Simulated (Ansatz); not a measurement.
fcc Cu was calculated with LDA (Ansatz, a first-principles code, PAW).

Numerical settings: plane-wave cutoff 500 eV, 30×30×1 k mesh (along the axes of the cell as run), Fermi–Dirac smearing 0.1 eV, scalar-relativistic PAW data made under PBE.

Problem. Predict the surface energy of the (111) face and work function of the (111) face.

Solution. 
- surface energy of the (111) face = 1.82 J/m²
- work function of the (111) face = 5.21 eV

The slab of 6 atoms is relaxed and unreconstructed.
